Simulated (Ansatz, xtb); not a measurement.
CH6MgSi: which of two isomers lies lower

Structure I: `C[SiH2][MgH]`, a singlet. Structure II: `[CH3][Mg][SiH3]`, a singlet. Both are isolated molecules in the gas phase, relaxed with PBE0-D3(BJ)/def2-SVP.

I (Å):

```json
{"atom": "C", "x (Å)": "-0.3611", "y (Å)": "-1.0462", "z (Å)": "1.8555"}
{"atom": "Mg", "x (Å)": "-1.2921", "y (Å)": "-1.5693", "z (Å)": "-1.8156"}
{"atom": "Si", "x (Å)": "0.2992", "y (Å)": "-1.7692", "z (Å)": "0.2242"}
{"atom": "H", "x (Å)": "0.3738", "y (Å)": "-1.1732", "z (Å)": "2.6652"}
{"atom": "H", "x (Å)": "-1.2932", "y (Å)": "-1.5463", "z (Å)": "2.1604"}
{"atom": "H", "x (Å)": "-0.5726", "y (Å)": "0.0293", "z (Å)": "1.7535"}
{"atom": "H", "x (Å)": "1.6196", "y (Å)": "-1.1031", "z (Å)": "-0.0640"}
{"atom": "H", "x (Å)": "0.6571", "y (Å)": "-3.2103", "z (Å)": "0.4803"}
{"atom": "H", "x (Å)": "-2.3393", "y (Å)": "-1.4385", "z (Å)": "-3.1602"}
```

II (Å):

```xyz
9

C    -0.3532   -1.6295    2.8032
Mg   -0.3304   -1.4519    0.7173
Si   -0.3003   -1.2299   -1.8627
H    -0.4736   -0.6510    3.3000
H    -1.1804   -2.2705    3.1549
H     0.5811   -2.0719    3.1907
H     0.7037   -0.2254   -2.3575
H    -1.6211   -0.7946   -2.4349
H     0.0381   -2.5165   -2.5638
```

Question: Estimate which is lower in electronic energy at CCSD(T)/def2-TZVP, and by roughly how much.

Answer: The CCSD(T)/def2-TZVP calculation puts structure II lower, by 6.62 kJ/mol.

How the difference moves with the method:

| level | geometry | E(II) − E(I) (kJ/mol) | departure from the last row (kJ/mol) | job, with rough time for the two |
| --- | --- | --- | --- | --- |
| PBE0-D3(BJ)/def2-SVP | PBE0-D3(BJ)/def2-SVP | +2.31 | +8.93 | optimisation, 69 s |
| HF/def2-TZVP | PBE0-D3(BJ)/def2-SVP | +5.36 | +11.98 | part of the CCSD(T) run |
| MP2/def2-TZVP | PBE0-D3(BJ)/def2-SVP | −5.67 | +0.95 | part of the CCSD(T) run |
| CCSD(T)/def2-TZVP | PBE0-D3(BJ)/def2-SVP | −6.62 |  | single point, 78 s |

As drawn, II has 1 C–Mg, 1 Si–H in place of 1 C–Si, 1 Mg–H.

PBE0-D3(BJ)/def2-SVP, HF/def2-TZVP put the two in the other order. The largest departure from CCSD(T)/def2-TZVP is that of HF/def2-TZVP, 11.98 kJ/mol. A small imaginary or near-zero mode remains, so no thermal terms are given. Levels run at GFN2-xTB geometries aren't shown.

The correlated steps freeze 7 core orbitals; the last core shell of Mg is correlated, in a basis made for valence electrons. Run with Ansatz 0.2.0; the last row on 1 thread of Intel(R) Xeon(R) Processor @ 2.50GHz (Skylake/Cascade Lake) on a shared host.
